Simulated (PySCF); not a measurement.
**Scalar relativity in Cl (chlorine, neutral)**

[Ne] 3s2 3p5, 2P determinant; PBE calculated with PySCF 2.14 in dyall-acv3z (19s12p6d4f, 113 functions), once non-relativistic with a point nucleus and once with spin-free X2C-1e and a Gaussian nucleus.

| shell | ε non-rel. (eV) | ε X2C (eV) | rms r non-rel. (bohr, spins averaged) | rms r X2C (bohr, spins averaged) | change of radius (%) |
| --- | --- | --- | --- | --- | --- |
| 1s α | -2740.5 | -2750.0 | 0.1060 | 0.1054 | -0.58 |
| 1s β | -2740.4 | -2749.8 | 0.1060 | 0.1054 | -0.58 |
| 2s α | -251.01 | -252.64 | 0.4865 | 0.4842 | -0.47 |
| 2s β | -250.86 | -252.49 | 0.4865 | 0.4842 | -0.47 |
| 2p α | -191.64 | -191.62 | 0.4549 | 0.4543 | -0.14 |
| 2p β | -191.43 | -191.41 | 0.4549 | 0.4543 | -0.14 |
| 3s α | -21.020 | -21.179 | 1.664 | 1.658 | -0.39 |
| 3s β | -19.858 | -20.016 | 1.664 | 1.658 | -0.39 |
| 3p α | -9.027 | -9.012 | 2.025 | 2.025 | 0.01 |
| 3p β | -8.134 | -8.118 | 2.025 | 2.025 | 0.01 |

The total energy goes from -459.9740 to -461.4010 hartree.

Ionisation energy, Cl [Ne] 3s2 3p5 (2P) → Cl⁺ [Ne] 3s2 3p4 (3P) (eV):

| method | non-relativistic | spin-free X2C | shift |
| --- | --- | --- | --- |
| UHF | 11.764 | 11.746 | -0.018 |
| LDA | 13.201 | 13.185 | -0.016 |
| PBE | 12.971 | 12.955 | -0.017 |
| PBE0 | 12.954 | 12.937 | -0.017 |
| r2SCAN | 12.995 | 12.979 | -0.016 |
| MP2 (valence) | 12.770 | 12.754 | -0.016 |
| SCS-MP2 (valence) | 12.772 | 12.756 | -0.016 |
| MP2 (valence and next inner shell) | 12.792 | 12.776 | -0.016 |
| SCS-MP2 (valence and next inner shell) | 12.789 | 12.772 | -0.016 |
| CCSD (valence) | 12.727 | 12.711 | -0.015 |
| CCSD(T) (valence) | 12.778 | 12.763 | -0.015 |

Relativity contracts and stabilises s shells directly. The contracted s shells screen the nucleus better, so for spin-averaged p shells the direct and indirect effects partly cancel.
